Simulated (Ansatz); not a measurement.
# Antimony, A7 rhombohedral: convergence with Gaussian smearing

Computed with Ansatz, LDA, scalar-relativistic PAW, on the relaxed cell (a = 4.291 Å, c = 10.976 Å (c/a = 2.558); spin not included). Errors count from a run at 420 eV on a Γ-centred 15×15×15 mesh with Fermi-Dirac smearing of 0.1 eV, extrapolated to zero width. Fixed here: cutoff 420 eV, mesh 9×9×9. The SCF starts from atomic densities corrected by a trained network.

| width (eV) | E(σ→0) error (meV/atom) | F error (meV/atom) | P (GPa) | SCF iterations |
| --- | --- | --- | --- | --- |
| 0.01 | -3.5 | -3.5 | 0.11 | 7 |
| 0.03 | -3.4 | -3.5 | 0.09 | 6 |
| 0.1 | -3.5 | -3.9 | 0.04 | 7 |
| 0.2 | -3.6 | -5.0 | 0.01 | 7 |
| 0.3 | -3.0 | -7.0 | -0.01 | 7 |
| 1.0 | 20.2 | -83.1 | 0.38 | 7 |

What does the run at 0.6 give (width)?

E(σ→0) error (meV/atom): 3.5; F error (meV/atom): -23.9; P (GPa): 0.03; SCF iterations: 7.
